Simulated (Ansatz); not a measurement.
Worked example: HB–NH⁺, doublet against HB–NH, singlet

Geometry (PBE0/def2-TZVP stationary point of a singlet), kept for both states (HB–NH, singlet: Σ⁺; HB–NH⁺, doublet: Π):

```xyz
4

B     0.0000    0.0000    0.5713
N     0.0000    0.0000   -0.6613
H     0.0000    0.0000    1.7429
H     0.0000    0.0000   -1.6528
```

Basis 6-31G; Ansatz 0.2.0. Correlated methods freeze the noble-gas cores. R marks a restricted (for open shells ROHF) determinant, U an unrestricted one.

Full CI is exact within this basis and frozen core; it isn't the basis-set limit. The frozen core follows each run's orbitals, which can shift R against U totals by a few meV.

```
   level  E(HB–NH, singlet) (hartree)  E(HB–NH⁺, doublet) (hartree)
     UHF                   -80.266335                    -79.910583
    UMP2                   -80.437140                    -80.027705
UCCSD(T)                   -80.455229                    -80.050404
     PBE                   -80.669540                    -80.248528
    PBE0                   -80.674661                    -80.259159
 full CI                   -80.456153                    -80.051170
```

Give the vertical gap, HB–NH⁺ doublet less HB–NH singlet, at each level in eV (1 hartree = 27.2114 eV), and each error against full CI.

full CI: (-80.051170 − (-80.456153)) × 27.2114 = 11.020 eV (the reference)
PBE0: (-80.259159 − (-80.674661)) × 27.2114 = 11.306 eV, error 0.286 eV
PBE: (-80.248528 − (-80.669540)) × 27.2114 = 11.456 eV, error 0.436 eV
UCCSD(T): (-80.050404 − (-80.455229)) × 27.2114 = 11.016 eV, error -0.004 eV
UMP2: (-80.027705 − (-80.437140)) × 27.2114 = 11.141 eV, error 0.121 eV
UHF: (-79.910583 − (-80.266335)) × 27.2114 = 9.681 eV, error -1.339 eV

Total energies of functionals can't be set beside those of wave-function methods, since they hold the core's correlation and their own absolute errors; only the differences compare.

The set has no polarisation functions, so the order and spacing of states can differ from the basis-set limit.

In so small a basis the reference is far from its limit while semilocal and hybrid functionals are nearer theirs, so the functionals' errors here hold much of the reference's basis and frozen-core error, which can add to them or hide them.

Each level lands on the state that its own search finds. T1 diagnostics of restricted CCSD: 0.021 and 0.020.
